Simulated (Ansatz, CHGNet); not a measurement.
## 1T (CdI2-type) TaS2 (undistorted form, which takes a superstructure on cooling): properties by level of theory

```csv
level (code),lattice parameter a (Å),lattice parameter c (Å)
CHGNet 0.3.0,3.382,6.497
LDA (Ansatz),3.293,5.726
PBE-D3(BJ) (Ansatz),3.329,5.788
```

Caveats: LDA has no dispersion term either, though it tends to give short spacings of layers, chains or molecules (LDA). Ansatz's density-functional and Hartree–Fock values are scalar-relativistic unless marked +SOC, with PAW data made under PBE.

The computed numbers hold no vibrational or temperature effects.

Ansatz is an electronic-structure program.
